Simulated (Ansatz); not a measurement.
# AlBO (singlet): from Hartree-Fock to the top rungs, cc-pVDZ

One table from this session's results is given with a row withheld; the runs are named, their logs left out.

Computed with Ansatz 0.2.0, Gaussian basis. Level: cc-pVDZ, core rule «outside noble gas», up to 7 orbitals frozen.

To be run: UHF; CCSD(T) on RHF; BCCD(T) on RHF; CISD; CCSDT(Q) on RHF; CCSDTQ on RHF; CASSCF and MRCISD+Q, 12 electrons in 12 orbitals; CASSCF and NEVPT2, 12 electrons in 12 orbitals.

5 further runs of the same task are left out: 2 for a known fault of the program, 3 set aside as unsound or not needed.

### The system

The geometry is a PBE0/def2-TZVP stationary point (not a proven minimum).

3 atoms, charge 0, spin multiplicity 1.

Atoms are counted from 1 here; the program's logs count them from 0.

Bond lengths: Al1–O2 1.757 Å, O2–B3 1.280 Å. Angles: Al1–O2–B3 180.0°.

The first run:

Contents of in.yaml:

```yaml
crystal:
  periodic: [false, false, false]
  atoms:
    - {symbol: Al, position_ang: [0.000000, 0.000000, 1.597900]}
    - {symbol: O, position_ang: [0.000000, 0.000000, -0.158800]}
    - {symbol: B, position_ang: [0.000000, 0.000000, -1.439100]}
basis:
  gaussian: {orbitals: cc-pVDZ}
magnetization: {spin_polarized: true, initial_magnetization: 0}
hamiltonian: {xc: hf}
output: {orbitals: {seedname: orbitals}}
```

Launch:

```
ansatz run in.yaml --threads 1 --pin off --events-out ev --progress --plain --max-ram 2816MiB --backend cpu
```

Among the steps run: UHF; CCSD(T) on RHF; BCCD(T) on RHF; CISD; CCSDT(Q) on RHF; CCSDTQ on RHF; CASSCF and MRCISD+Q, 12 electrons in 12 orbitals; CASSCF and NEVPT2, 12 electrons in 12 orbitals.

One of the session's tables, all rows but one given; the rest of the session is left out.

```
          method  from RCCSDTQ (meV)
             RHF             +8689.1
            RMP2             +1006.7
            CISD             +1137.7
           RCCSD              +290.9
        RCCSD(T)               +40.6
         BCCD(T)               +34.4
          RCCSDT               +25.1
       RCCSDT(Q)                -2.1
         RCCSDTQ                   0
  CASSCF valence                   ?
  NEVPT2 valence             +1319.0
  MRCISD valence              +373.5
MRCISD+Q valence              +129.2
```

Estimate the missing values for CASSCF valence.

The run gave: from RCCSDTQ (meV): +4247.0. In the column «from RCCSDTQ (meV)» it lies between NEVPT2 valence (+1319.0) and RHF (+8689.1).
